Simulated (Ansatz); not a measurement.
# C4H5F: the cost of one run

The runs use Ansatz 0.2.0, Gaussian basis; the settings change from run to run.

### 1 The geometry

The structure was relaxed beforehand with PBE0-D4 in a triple-zeta def2 set.

SMILES `CC1C=C1F`, 10 atoms, charge 0, spin multiplicity 1.

Atoms are counted from 1 here; the program's logs count them from 0.

Bond lengths: C1–C2 1.509 Å, C1–H6 1.094 Å, C1–H7 1.093 Å, C1–H8 1.094 Å, C2–C3 1.549 Å, C2–C4 1.461 Å, C2–H9 1.094 Å, C3–C4 1.281 Å, C3–H10 1.075 Å, C4–F5 1.310 Å. Angles: C2–C1–H6 111.1°, C2–C1–H7 110.9°, C2–C1–H8 110.9°, H6–C1–H7 108.2°, H6–C1–H8 107.4°, H7–C1–H8 108.2°, C1–C2–C3 121.3°, C1–C2–C4 122.8°, C1–C2–H9 113.4°, C3–C2–C4 50.3°, C3–C2–H9 116.9°, C4–C2–H9 118.1°, C2–C3–C4 61.3°, C2–C3–H10 144.5°, C4–C3–H10 154.1°, C2–C4–C3 68.4°, C2–C4–F5 143.6°, C3–C4–F5 147.9°.

Geometry (Å):

| atom | x (Å) | y (Å) | z (Å) |
| --- | --- | --- | --- |
| C1 | -0.9002 | -0.8771 | -0.2914 |
| C2 | -0.0138 | 0.0334 | 0.5219 |
| C3 | 1.4236 | 0.3802 | 0.0607 |
| C4 | 0.5227 | 1.2884 | -0.0005 |
| F5 | 0.2065 | 2.5185 | -0.3205 |
| H6 | -1.9572 | -0.6537 | -0.1201 |
| H7 | -0.6972 | -0.7655 | -1.3592 |
| H8 | -0.7381 | -1.9239 | -0.0199 |
| H9 | -0.1817 | -0.0464 | 1.6005 |
| H10 | 2.4187 | -0.0052 | -0.0686 |

### 2 PBE0/aug-cc-pVDZ

Options: charge -1, multiplicity 2, atoms shaken by 0.15 Å, a point charge of 2.00 e beside it, the search for lower states set to light.

File in.yaml:

```yaml
crystal:
  periodic: [false, false, false]
  atoms:
    - {symbol: C, position_ang: [-1.019774, -0.788796, -0.299510]}
    - {symbol: C, position_ang: [-0.051968, 0.149420, 0.425252]}
    - {symbol: C, position_ang: [1.494286, 0.456766, -0.276852]}
    - {symbol: C, position_ang: [0.288837, 1.070979, 0.088420]}
    - {symbol: F, position_ang: [0.395772, 2.378948, -0.426700]}
    - {symbol: H, position_ang: [-2.078698, -0.708442, -0.204144]}
    - {symbol: H, position_ang: [-0.653554, -0.983170, -1.540515]}
    - {symbol: H, position_ang: [-0.752056, -2.065188, -0.000502]}
    - {symbol: H, position_ang: [-0.185971, -0.266946, 1.686434]}
    - {symbol: H, position_ang: [2.429378, -0.054367, -0.191226]}
basis:
  gaussian: {orbitals: aug-cc-pVDZ, point_charges: [{charge: 2.00, position_ang: [6.435, 0.719, -0.649]}]}
total_charge: -1
magnetization: {spin_polarized: true, initial_magnetization: 1}
hamiltonian: {xc: {name: PBE0}}
scf: {lower_state_search: light}
output: {forces: true}
```

Run with:

```
> ansatz run in.yaml --threads 2 --pin off --events-out ev --progress --plain --max-ram 4352MiB
```

What time and memory should one allow on 2 threads of Arm Neoverse V1, shared host?

About 22 s, with a peak of 0.65 GiB.
